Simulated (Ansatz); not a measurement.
We consider chalcopyrite CdGeAs2, described by PBE in Ansatz (PAW).

Settings: plane-wave cutoff 520 eV, 8×8×8 k mesh, Fermi–Dirac smearing 0.01 eV, scalar-relativistic PAW data made under PBE.

Cell (relaxed at this level):

Space group I-42d (No. 122); a = b = 6.0470 Å, c = 11.4885 Å, α = β = γ = 90.00°

```
atom  site  symmetry       x       y       z
----  ----  --------  ------  ------  ------
Cd      4a      -4..  0.0000  0.0000  0.0000
Ge      4b      -4..  0.0000  0.0000  0.5000
As      8d       .2.  0.2767  0.2500  0.1250
```
(The calculation used a cell of 8 atoms; values per cell refer to that cell.)

Task: Give the computed bulk modulus B0 and pressure derivative B′ of the bulk modulus.

Result: 
- bulk modulus B0: 52.5 GPa
- pressure derivative B′ of the bulk modulus: 4.7

The run finds no gap.

Measured, for comparison: bulk modulus 69.9 GPa (temperature not stated, not corrected to a static lattice; as tabulated in Toher et al. (2017), arXiv:1611.05714). Computed (rounded) less measured: bulk modulus -25 %.

Note: the gap of the solid is closed in this run; this level leaves the solid without a gap, although one is measured; the bulk modulus comes from volumes at which shape and atoms were relaxed.

Computed values are for the static lattice.

Cost on a shared machine: roughly 23 core-minutes.

Ansatz is a first-principles code.
